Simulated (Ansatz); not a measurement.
C₂H₄S, singlet in cc-pV(D+d)Z: errors against RCCSDT(Q)

Geometry: MP2(full)/6-31G*, from the G2/97 set.

```tsv
atom	x (Å)	y (Å)	z (Å)
C	0.0000	-0.7397	-0.8641
S	0.0000	0.0000	0.7917
C	0.0000	0.7397	-0.8641
H	-0.9139	-1.2501	-1.1486
H	0.9139	-1.2501	-1.1486
H	0.9139	1.2501	-1.1486
H	-0.9139	1.2501	-1.1486
```

Basis cc-pV(D+d)Z; Ansatz 0.2.0. Only valence electrons are correlated (noble-gas cores frozen), which leaves 18 electrons in 64 orbitals. R marks a restricted (for open shells ROHF) determinant. Active spaces: frontier = (8e, 8o) about the gap.

Full CI isn't at hand for all of this; RCCSDT(Q) serves as the reference, and is uncertain by about the last step of the cluster series.

* UHF ⟨S²⟩: 0.000
* T1 diagnostic (RCCSD): 0.0091
* largest doubles amplitude (RCCSD): 0.062

```
   level  E − E(RHF) (eV)
    RMP2         -11.2666
   RCCSD         -12.2296
RCCSD(T)         -12.6490
```

Question: Estimate how far RCCSDT(Q) in cc-pV(D+d)Z lies from RCCSD(T). The table doesn't fix it; the size of (T) and the diagnostics are the guide.

Answer: RCCSDT(Q) in cc-pV(D+d)Z lies 1.81 mEh below RCCSD(T), which is 12 % of the (T) step (-15.41 mEh). The diagnostics are small and the rest is a small part of (T), but (T) is large here. The miss exceeds 1 kcal/mol.

The other levels:

```
                    level  E − E(RCCSDT(Q)) (mEh)  share of correlation (%)     wall time
                     CISD                   71.71                     84.63           5 s
                  BCCD(T)                    1.76                     99.62         1.7 s
                   RCCSDT                    1.17                     99.75             –
  CASSCF (frontier space)                  380.70                     18.42             –
  NEVPT2 (frontier space)                   62.42                     86.62          11 s
  MRCISD (frontier space)                   48.20                     89.67             –
MRCISD+Q (frontier space)                    6.75                     98.55  5.5 s (H100)
```

The correlation energy at RCCSDT(Q), counted from RHF, is -12.698 eV. That run took 3.5 s on 5 threads of AMD EPYC 7R13 with a whole H100 80 GB, shared host.

Times hold each run's SCF and search for its determinant on a shared host, so for small cases they say little of a method's own cost; rows without a card ran on 1 thread of AMD EPYC 7R13.

Atomization energy (electronic, same basis, no zero-point term; atoms at the same level, unrestricted beside the R rows where the molecule is a closed shell, with restricted open-shell steps beyond CCSDT(Q)) at RCCSDT(Q): 2411.0 kJ/mol. Errors of other levels:

```tsv
level	error (kJ/mol)
RHF	-553.4
RMP2	37.3
CISD	-167.3
RCCSD	-33.8
RCCSD(T)	-1.9
BCCD(T)	-1.5
RCCSDT	-2.7
```

This basis is far from its limit, so the value isn't to be set against a measured one. Truncated CI isn't size-consistent, which counts against it in atomization.
